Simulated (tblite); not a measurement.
# F3H4O: the cost of one run

Computed with tblite 0.8.0 and PySCF 2.14.0; each step states its level. No surroundings beyond the atoms listed, unless a continuum is named. Atoms count from 0, parts from 1.

## Step 1: Starting point

8 atoms, charge -1, multiplicity 1; geometry: parts in contact. Parts: 1 = atoms 0–1, `[OH-]`, charge -1; 2 = atoms 2–3, `F`, charge 0; 3 = atoms 4–5, `F`, charge 0; 4 = atoms 6–7, `F`, charge 0. In the given geometry H3 has moved to O0 of another part (0.97 Å), so values for the parts refer to these atom groups.

## Step 2: Bringing the parts together with GFN2-xTB

What the job is given:

```
{"job": {"kind": "dock", "xc": "GFN2-xTB", "basis": "xTB"}, "charge": -1, "multiplicity": 1, "parts": [{"atoms": "0-1", "charge": -1, "multiplicity": 1}, {"atoms": "2-3", "charge": 0, "multiplicity": 1}, {"atoms": "4-5", "charge": 0, "multiplicity": 1}, {"atoms": "6-7", "charge": 0, "multiplicity": 1}]}
O      0.547358     0.028119    -0.427898
H     -0.076812    -0.335307     0.205315
F      2.394902    -2.152658     0.353158
H      1.327077    -0.532859    -0.309450
F      0.881020    -1.823763     2.091391
H      1.563233    -1.953152     1.348441
F      3.393038    -4.283997    -0.124069
H      2.988425    -3.401740     0.106881
```

With the program's defaults for keys left out, this is: GFN2-xTB search for minima from random contacts, gas phase.

On the command line:

```sh
> OMP_NUM_THREADS=1 python cluster_run.py task.json out
```

This one command runs all jobs of the session in turn.

**Question.** How long does this first job take on 1 thread of Intel Xeon 6975P-C, shared host?

About 3.4 s.
